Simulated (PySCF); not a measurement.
Species: C5H9O (doublet state).
Cartesian coordinates in Å at the GFN2-xTB level; atoms count from 1:
```
atom  x, y, z in Å
C1     1.801    1.899    0.292
C2     1.178    0.760    0.181
C3     1.932   -0.544    0.198
O4    -0.203    0.737    0.042
C5    -0.886   -0.498    0.043
C6    -2.369   -0.190   -0.105
H7     1.608    2.942    0.301
H8     2.993   -0.335    0.300
H9     1.614   -1.166    1.034
H10    1.769   -1.094   -0.728
H11   -0.551   -1.130   -0.792
H12   -0.710   -1.039    0.983
H13   -2.939   -1.114   -0.110
H14   -2.700    0.434    0.720
H15   -2.543    0.346   -1.034
```

The hyperfine couplings belong to this conformer and change with its torsions.

The species is `[H]/[C]=C(/C)OCC` [radical].

Level of theory: UKS B3LYP, pcH-1 on C H O, non-relativistic, mean-field spin-orbit, GIAO (PySCF). The structure is a single GFN2-xTB conformer in the gas phase; no vibrational or solvent corrections. GFN2-xTB frequencies show an imaginary mode (37i cm⁻¹), so this geometry is no minimum at that level. A GFN2-xTB geometry isn't a minimum of the functional, and hyperfine couplings can be far from their values at a DFT geometry. No stability test was run, so a lower SCF solution isn't excluded.

Problem. Break the g tensor into its mass correction, gauge correction and orbital-Zeeman/spin–orbit terms.

Solution. 
```csv
Δg (ppm),1,2,3
relativistic mass correction,-153,-153,-153
gauge correction,27,18,-9
orbital Zeeman/spin–orbit,-543,40,230
total,-669,-95,68
```

So g = 2.00165, 2.00222, 2.00239 and g_iso = 2.00209; the tensor is rhombic: the two nearest values differ by 22 % of g3 − g1. Axes: g1 points within 8° of the C1–H7 bond.

Problem. How much does each term add to the isotropic shift?

Solution. The mass correction -153, the orbital-Zeeman/spin–orbit term -91 and the gauge correction 12 ppm, for a total of -232 ppm. The mass correction is the largest in size. The mass correction is the same along every axis, so the anisotropy comes from the other two: their spans along these axes are 36 (gauge) and 773 ppm (orbital Zeeman/spin–orbit).

Problem. At 9.307 GHz, how far is the centre of the isotropic spectrum from where a free electron (g = 2.002319) resonates?

Solution. B = hν/(g μB) with μB/h = 13.99624 MHz/mT gives 332.10 mT for the free electron and 332.14 mT at g_iso, 0.04 mT higher.

Problem. What are the electron Larmor frequencies g μB B/h along the three axes at 340 mT?

Solution. 9.5253, 9.5280, 9.5288 GHz for g1, g2 and g3, a range of 3.5 MHz.

Problem. In a frozen sample, at which fields do the three g values resonate at 9.5, 34, 94 and 263 GHz (hyperfine left aside), and which band first spreads them over more than twice a line width of 0.5 mT?

Solution. 
```
band    GHz  B(g3) mT  B(g2) mT  B(g1) mT  spread mT
   X    9.5    338.97    339.00    339.10       0.12
   Q   34.0   1213.16   1213.26   1213.61       0.45
   W   94.0   3354.04   3354.31   3355.27       1.24
   J  263.0   9384.17   9384.94   9387.63       3.46
```

The spread grows in proportion to the frequency. W band is the first where it exceeds 1.0 mT.

Largest spin populations (Mulliken): C1 (+1.08) and C2 (-0.14). No atom but C1 exceeds +0.15. The positive populations add up to 1.15 and the negative ones to -0.15, together 2S = 1.

The HOMO–LUMO gaps are 7.19 eV among the α and 3.85 eV among the β orbitals.

The run took 45 s (grids of density and orbitals included) on an Arm Neoverse V2 with one thread, no GPU, shared host with 64 logical CPUs at a one-minute load of 49, and the process peaked at 0.91 GiB of memory.
